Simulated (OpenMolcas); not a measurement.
# OH: a line through the functionals

OH: 2 atoms, total charge 0, spin state doublet. As SMILES, `[OH]`. Geometry: relaxed at PBE0-D4/def2-TZVP.

The electronic atomisation energy y, in eV, basis aug-cc-pVTZ; a is the functional's share of exact exchange. Programs: OpenMolcas 26.06.

| functional | program | a | y (eV) |
| --- | --- | --- | --- |
| UTPSS | OpenMolcas | 0 | 4.62 |
| U-r2SCAN | OpenMolcas | 0 | 4.70 |
| UB3LYP | OpenMolcas | 0.2 | ? |
| UPBE0 | OpenMolcas | 0.25 | 4.58 |
| UBHLYP | OpenMolcas | 0.5 | 4.42 |

Q: Fit y = c + s·a to the known rows and predict UB3LYP.

A: 
1. Means of the 4 rows: a = 0.1875, y = 4.580.
2. Σ(Δa)² = 0.17188, Σ(Δa·Δy) = -0.08, so the slope is -0.08/0.17188 = -0.46544.
3. Intercept: 4.580 − (-0.46544) × 0.1875 = 4.667. The largest residual of the fit is 0.047.
4. UB3LYP: 4.667 + (-0.46544) × 0.2 = 4.57 eV.

The run gave 4.68 eV, so the prediction is off by -0.11 eV, more than the scatter of the fit. The rows mix families of semi-local functionals, which the line can't see.
